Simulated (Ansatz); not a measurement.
# C₂H₂F₂: a ladder of functionals and wavefunction methods

An exercise on one series of results from a longer session: the logs are not shown, and one member is left open.

Computed with Ansatz 0.2.0, Gaussian basis. Level: functionals in def2-TZVPP, the program's frozen cores in correlated methods.

Levels to be run: LDA (SPW92), PBE-D4, revPBE-D4, BLYP-D4, r2SCAN-D4, B97M-V, PBE0-D4, B3LYP-D4, r2SCANh-D4, r2SCAN0-D4, HSE06-D4, BHLYP-D4, CAM-B3LYP-D4, LC-ωPBE, ωB97X-V, ωB97M-V, B2PLYP, PBE-QIDH; CCSD(T)/def2-SVP; CCSD(T)/def2-TZVPP; MP2/def2-QZVPP; extrapolation to the limit; RPA on PBE.

## Structure used throughout

All runs share one geometry, relaxed beforehand with PBE0-D4 in a triple-zeta def2 set.

SMILES `F/C=C/F`, 6 atoms, charge 0, spin multiplicity 1.

Atoms are counted from 1 here; the program's logs count them from 0.

Bond lengths: F1–C2 1.335 Å, C2–C3 1.319 Å, C2–H5 1.083 Å, C3–F4 1.335 Å, C3–H6 1.083 Å. Angles: F1–C2–C3 120.4°, F1–C2–H5 114.7°, C3–C2–H5 124.9°, C2–C3–F4 120.4°, C2–C3–H6 124.9°, F4–C3–H6 114.7°.

Coordinates:

```
F    -1.0170   -0.0261   -1.4421
C     0.0662    0.0191   -0.6640
C    -0.0522   -0.0406    0.6486
F     1.0311    0.0048    1.4267
H     1.0037    0.1059   -1.1985
H    -0.9897   -0.1271    1.1831
```

Set-up of the first run:

in.yaml reads:

```yaml
crystal:
  periodic: [false, false, false]
  atoms:
    - {symbol: F, position_ang: [-1.017033, -0.026118, -1.442122]}
    - {symbol: C, position_ang: [0.066246, 0.019101, -0.663972]}
    - {symbol: C, position_ang: [-0.052207, -0.040589, 0.648566]}
    - {symbol: F, position_ang: [1.031067, 0.004831, 1.426714]}
    - {symbol: H, position_ang: [1.003743, 0.105886, -1.198453]}
    - {symbol: H, position_ang: [-0.989716, -0.127112, 1.183068]}
basis:
  gaussian: {orbitals: def2-TZVPP}
hamiltonian: {xc: lda}
output: {orbitals: {seedname: orbitals}}
```

Command:

```sh
$ ansatz run in.yaml --threads 4 --pin off --events-out ev --progress --plain --max-ram 10444MiB
```

Steps of the session up to this table: LDA; PBE-D4 (GGA); revPBE-D4 (GGA); BLYP-D4 (GGA); r2SCAN-D4 (meta-GGA); B97M-V (meta-GGA); PBE0-D4 (hybrid); B3LYP-D4 (hybrid); r2SCANh-D4 (hybrid); r2SCAN0-D4 (hybrid); HSE06-D4 (hybrid); BHLYP-D4 (hybrid); CAM-B3LYP-D4 (range-separated); LC-ωPBE (range-separated); ωB97X-V (range-separated); ωB97M-V (range-separated); B2PLYP (double hybrid); PBE-QIDH (double hybrid).

One of the session's tables, all rows but one given; the rest of the session is left out.

It belongs to the step «Frontier levels by functional». 

| functional | HOMO (eV) | gap (eV) |
| --- | --- | --- |
| LDA (SPW92) | -6.41 | 5.38 |
| PBE-D4 | -6.19 | 5.44 |
| revPBE-D4 | -6.11 | 5.46 |
| BLYP-D4 | -6.09 | 5.41 |
| r2SCAN-D4 | -6.45 | 5.93 |
| B97M-V | -6.52 | 6.05 |
| PBE0-D4 | ? | ? |
| B3LYP-D4 | -7.35 | 7.32 |
| r2SCANh-D4 | -6.96 | 6.82 |
| r2SCAN0-D4 | -7.73 | 8.14 |
| HSE06-D4 | -7.15 | 7.03 |
| BHLYP-D4 | -8.81 | 10.14 |
| CAM-B3LYP-D4 | -8.99 | 10.37 |
| LC-ωPBE | -10.33 | 12.99 |
| ωB97X-V | -9.94 | 12.54 |
| ωB97M-V | -9.85 | 12.32 |

Estimate the missing values for PBE0-D4.

**Answer.** HOMO (eV): -7.56; gap (eV): 7.83. In the column «HOMO (eV)» it lies between r2SCAN0-D4 (-7.73) and B3LYP-D4 (-7.35).
